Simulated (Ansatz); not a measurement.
This geometry of BClH4S (7 atoms, charge 0, multiplicity 1) is a first-order saddle point.

These are results of RKS PBE/cc-pVDZ in Ansatz 0.2.0, not measurements.

```xyz
7
Properties=species:S:1:pos:R:3
B 0.131 -0.400 -0.071
Cl -0.220 0.198 2.025
H 1.225 0.074 -0.272
H -0.869 -0.030 -0.637
S 0.263 -2.284 0.315
H -1.071 -2.583 0.257
H 0.023 -1.224 1.757
```

**Question.** Which two structures does it join? (They come from a converged band through this point; their orientation in space is the band's.)

**Answer.** Bonds broken: B1–Cl2, S5–H7. Bonds formed: Cl2–H7. BClH4S becomes BH3S + ClH.

Initial state:

```xyz
7
Properties=species:S:1:pos:R:3
B 0.028 -0.104 0.115
Cl -0.611 0.557 1.712
H 1.209 0.119 -0.093
H -0.731 0.025 -0.831
S 0.081 -2.151 0.239
H -1.164 -2.393 0.761
H 0.670 -2.300 1.469
```

Final state:

```xyz
7
Properties=species:S:1:pos:R:3
B 0.194 -0.516 -0.747
Cl -0.212 -0.326 3.549
H 1.258 0.057 -0.781
H -0.800 -0.125 -1.314
S 0.180 -2.033 0.210
H -1.137 -2.378 0.058
H 0.000 -0.927 2.399
```

**Question.** How far does it lie above each of them?

**Answer.** 14.2 kcal/mol above the first and 7.1 kcal/mol above the second. This is the barrier of this one path; another mechanism may lie lower. The orbitals stay closed-shell, which can raise the energy where a bond breaks towards radicals; this wasn't checked here.

Time of the run: 3 min on 1 thread of Arm Neoverse V2, on a shared host, peak memory 0.11 GiB.
